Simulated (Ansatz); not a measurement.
**PH2F (SMILES FP): the energy, rung by rung**

PH2F: 4 atoms, total charge 0, spin state singlet. SMILES: `FP`. The coordinates come from a GFN2-xTB relaxation.

```xyz
4

F     1.1605    0.6688   -0.2227
P    -0.0720   -0.3691   -0.4797
H    -1.0539    0.5743   -0.1296
H    -0.0346   -0.8740    0.8319
```

Quantity: the energy change with the P2–H3 bond stretched from 1.406 to 1.757 Å, in eV. The values are calculated.

```csv
level,kind,program,value (eV),less FCI/STO-3G
HF/STO-3G (restricted),Hartree–Fock,Ansatz,1.39,+0.53
SVWN5/STO-3G (restricted),LDA,Ansatz,0.75,-0.11
BLYP/STO-3G (restricted),GGA,Ansatz,0.65,-0.21
r2SCAN/STO-3G (restricted),meta-GGA,Ansatz,0.81,-0.05
PBE0/STO-3G (restricted),global hybrid,Ansatz,0.93,+0.07
CAM-B3LYP/STO-3G (restricted),range-separated hybrid,Ansatz,0.98,+0.12
MP2/STO-3G (restricted),perturbation theory,Ansatz,1.08,+0.22
CCSDTQ/STO-3G (restricted),coupled cluster or CI,Ansatz,0.86,0.00
FCI/STO-3G,exact in the basis,Ansatz,0.86,0.00
```

FCI/STO-3G is exact within its basis and frozen core, so for wave-function methods in that basis the difference is their error; functionals converge differently with the basis, so for them it is only a difference. The first shape isn't each level's own minimum. The values span 0.65 to 1.39 eV. All rows use very small basis sets, so none should be taken for the real molecule's value.
